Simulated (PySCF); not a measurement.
Isomers of C6H12, one GFN2-xTB conformer each. Single-point energies are computed at PBE0/pcSseg-1 (PySCF, gas phase, no added dispersion term), electronic only.

```tsv
SMILES	GFN2-xTB relative energy (kJ/mol)
C1CCCCC1	0.0
CC1CCCC1	13.9
CCC=C(C)C	110.9
CC/C=C/CC	121.8
C=CC(C)(C)C	126.0
CC(C)=C(C)C	104.0
C=C(CC)CC	123.6
```

Conformers: `[CH2:1]1[CH2:2][CH2:3][CH2:4][CH2:5][CH2:6]1` with C6–C1–C2–C3 -58°, C1–C2–C3–C4 58°, C2–C3–C4–C5 -57°, C3–C4–C5–C6 57°; `[CH3:1][CH:2]1[CH2:3][CH2:4][CH2:5][CH2:6]1` with C1–C2–C3–C4 136°, C2–C3–C4–C5 13°, C3–C4–C5–C6 -34°, C4–C5–C6–C2 42°; `[CH3:1][CH2:2][CH:3]=[C:4]([CH3:5])[CH3:6]` with C1–C2–C3–C4 -105°; `[CH3:1][CH2:2]/[CH:3]=[CH:4]/[CH2:5][CH3:6]` with C1–C2–C3–C4 -118°, C3–C4–C5–C6 -118°; `[CH2:1]=[C:2]([CH2:3][CH3:4])[CH2:5][CH3:6]` with C1–C2–C3–C4 112°, C1–C2–C5–C6 112°.

Q: What does PBE0/pcSseg-1 give for the same structures?

A: 
| SMILES | PBE0/pcSseg-1 E (Eh) | PBE0/pcSseg-1 (kJ/mol) | GFN2-xTB (kJ/mol) | point group |
| --- | --- | --- | --- | --- |
| C1CCCCC1 | -235.55407 | 0.0 | 0.0 | D3d |
| CC1CCCC1 | -235.54585 | 21.6 | 13.9 | C1 |
| CCC=C(C)C | -235.52378 | 79.5 | 110.9 | C1 |
| CC(C)=C(C)C | -235.52230 | 83.4 | 104.0 | near C2 |
| CC/C=C/CC | -235.52069 | 87.6 | 121.8 | C2 |
| C=C(CC)CC | -235.51933 | 91.2 | 123.6 | C2 |
| C=CC(C)(C)C | -235.51832 | 93.9 | 126.0 | Cs |

Both levels put the same isomer lowest; measured from each level's own lowest isomer, the values differ by up to 34.2 kJ/mol (CC/C=C/CC: 121.8 against 87.6). As drawn, the highest has a C=C bond outside aromatic rings and a quaternary carbon, which the lowest lacks. Neighbours under 10 kJ/mol apart (CCC=C(C)C and CC(C)=C(C)C; CC(C)=C(C)C and CC/C=C/CC; CC/C=C/CC and C=C(CC)CC; C=C(CC)CC and C=CC(C)(C)C) can change places with a better method, another conformer or zero-point energy.

Q: Which frontier levels, dipoles and rotational constants go with these structures?

A: 
```
     SMILES  HOMO (eV, PBE0/pcSseg-1)  LUMO (eV)  dipole (D)     A, B, C (MHz)
   C1CCCCC1                     -8.30       1.55        0.00  4371, 4371, 2512
   CC1CCCC1                     -8.68       1.39        0.09  6145, 3018, 2289
  CCC=C(C)C                     -6.67       0.81        0.28  6418, 1938, 1685
CC(C)=C(C)C                     -6.25       1.01        0.06  4414, 3106, 1910
  CC/C=C/CC                     -6.97       0.69        0.02  9243, 1397, 1314
  C=C(CC)CC                     -7.06       0.62        0.52  4199, 2730, 1972
C=CC(C)(C)C                     -7.41       0.58        0.35  4439, 2716, 2661
```
